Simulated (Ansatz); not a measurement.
## doublet AlO₂: levels of theory in one basis

```tsv
atom	x (Å)	y (Å)	z (Å)
O	0.0000	0.0000	-1.5580
Al	0.0000	0.0000	0.0000
O	0.0000	0.0000	1.5580
```

Basis set: def2-SVP (spherical functions). Left uncorrelated: 7 orbitals. Correlation on ROHF uses semicanonical orbitals with singles. Charge 0, multiplicity 2.

Computed with Ansatz (development build ahead of 0.2.0); each method stands on the lowest determinant of its kind that the runs found.

```json
{"method": "ROHF", "E − E(ROHF) (eV)": "0.00", "<S²> of the determinant": "–"}
{"method": "UHF", "E − E(ROHF) (eV)": "-0.10", "<S²> of the determinant": "0.76"}
{"method": "ROHF-MP2", "E − E(ROHF) (eV)": "-10.66", "<S²> of the determinant": "–"}
{"method": "UHF-MP2", "E − E(ROHF) (eV)": "-10.66", "<S²> of the determinant": "0.76"}
{"method": "ROHF-CCSD(T)", "E − E(ROHF) (eV)": "-11.36", "<S²> of the determinant": "–"}
{"method": "UHF-CCSD(T)", "E − E(ROHF) (eV)": "-11.37", "<S²> of the determinant": "0.76"}
```

(1) Is a single determinant a sound starting point here?

## Answers

(1) Only with care. Unrestricted orbitals gain 0.10 eV and <S²> is 0.76 against 0.75 for a pure state, but several determinants compete.

Caution: the determinant may break the point group. Caution for ROHF-CCSD(T), UHF-CCSD(T): another reference gives a lower total.
